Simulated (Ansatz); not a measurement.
# AlH2+ (triplet): the correlation ladder at scale of all distances = 1.965, aug-cc-pVTZ

One table from this session's results is given with a row withheld; the runs are named, their logs left out.

Program: Ansatz 0.2.0, Gaussian basis. Level of theory: aug-cc-pVTZ, core rule «outside noble gas», up to 5 orbitals frozen. These are calculated values, not measurements.

The runs, in order: UHF; CCSD(T) on ROHF; CCSD(T) on UHF; BCCD(T) on ROHF; CCSDT(Q) on ROHF; CCSDT(Q) on UHF; CASSCF and NEVPT2, 4 electrons in 6 orbitals; Full CI.

14 further runs of the same task are left out: 1 for a known fault of the program, 12 that didn't finish, 1 set aside as unsound or not needed.

## What is computed

The geometry derives from a PBE0/def2-TZVP stationary point (not a proven minimum). All distances are scaled together.

3 atoms, charge 1, spin multiplicity 3.

Atoms are counted from 1 here; the program's logs count them from 0.

No contacts short enough for the rule that draws bonds.

Coordinates:

```
Al    0.0000    0.0000   -0.2006
H     0.0000    1.7677    2.6852
H     0.0000   -1.7677    2.6852
```

The first run:

File in.yaml:

```yaml
crystal:
  periodic: [false, false, false]
  atoms:
    - {symbol: Al, position_ang: [0.000000, 0.000000, -0.200617]}
    - {symbol: H, position_ang: [0.000000, 1.767673, 2.685164]}
    - {symbol: H, position_ang: [0.000000, -1.767673, 2.685164]}
basis:
  gaussian: {orbitals: aug-cc-pVTZ}
total_charge: 1
magnetization: {spin_polarized: true, initial_magnetization: 2}
hamiltonian: {xc: hf}
output: {orbitals: {seedname: orbitals}}
```

Run with:

```sh
> ansatz run in.yaml --threads 1 --pin off --events-out ev --progress --plain --max-ram 2393MiB
```

Among the steps run: UHF; CCSD(T) on ROHF; CCSD(T) on UHF; BCCD(T) on ROHF; CCSDT(Q) on ROHF; CCSDT(Q) on UHF; CASSCF and NEVPT2, 4 electrons in 6 orbitals; Full CI.

One table of the session follows, with a row left open; its other results are not shown here.

It belongs to the step «Misses and costs». 

| method | from FCI (meV) |
| --- | --- |
| ROHF | ? |
| UHF | +1119.4 |
| RMP2 | +330.3 |
| UMP2 | +330.8 |
| RCCSD | +5.0 |
| UCCSD | +5.0 |
| RCCSD(T) | +1.4 |
| UCCSD(T) | +1.4 |
| BCCD(T) | +1.4 |
| RCCSDT | 0.0 |
| UCCSDT | 0.0 |
| RCCSDT(Q) | 0.0 |
| UCCSDT(Q) | 0.0 |
| CASSCF valence | +120.4 |
| NEVPT2 valence | +42.6 |
| FCI | 0 |

Q: Estimate the row for ROHF from the others.

As computed: from FCI (meV): +1121.8. In the column «from FCI (meV)» it is the highest.

Caveats from the session: Levels on UHF freeze UHF's core orbitals, full CI those of ROHF, so the U rows can settle a little off it for that reason alone. Restricted and unrestricted rows rest on different reference determinants; where their highest levels disagree by more than a few hundredths of an eV, they describe different states and don't form one ladder.
